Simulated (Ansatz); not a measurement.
Geometry optimisation, Ansatz 0.2.0, RKS PBE0/def2-SVPD.

The input (input.yaml):

```yaml
crystal:
  periodic: [false, false, false]
  atoms:
    - { symbol: B, position_ang: [0.0, 0.0, 0.0] }
    - { symbol: C, position_ang: [0.0, 0.0, 1.6] }
    - { symbol: H, position_ang: [-0.9996, -0.3092, 1.9705] }
    - { symbol: H, position_ang: [0.7676, -0.7111, 1.9705] }
    - { symbol: H, position_ang: [0.232, 1.0203, 1.9705] }
    - { symbol: H, position_ang: [1.0305, 0.0, -0.595] }
    - { symbol: H, position_ang: [-1.0305, 0.0, -0.595] }
basis:
  gaussian: { orbitals: def2-SVPD }
hamiltonian:
  xc: pbe0
relax:
  f_tol: 0.02
  max_steps: 40
```

Launched with:

```bash
$ ansatz run input.yaml --threads 1 --pin off --max-ram 2048MiB --backend cpu --events-out ev --progress --plain --runs-dir out
```

Task: Where does it end, and by what steps?

Result: The forces met the threshold. The force dipped under the threshold on the way, but the program's further checks kept it going. After 7 steps the energy has fallen by 0.074 eV; H7 moved furthest, 0.18 Å.

```csv
step,energy less start (eV),largest force component (eV/Å),accepted
0,0.0000,1.397,yes
1,-0.0556,0.619,yes
2,-0.0671,0.193,yes
3,-0.0680,0.230,yes
4,-0.0728,0.054,yes
5,-0.0735,0.007,yes
6,-0.0736,0.024,yes
7,-0.0737,0.007,yes
```

```xyz
7
Properties=species:S:1:pos:R:3
B 0.000 -0.016 0.023
C -0.012 -0.072 1.574
H -0.965 -0.374 2.029
H 0.826 -0.616 2.032
H 0.132 0.994 1.858
H 1.037 -0.093 -0.594
H -1.018 0.177 -0.600
```

Run time: 12 s on 1 thread of Arm Neoverse V1, with other jobs on the host, peak memory 0.12 GiB.
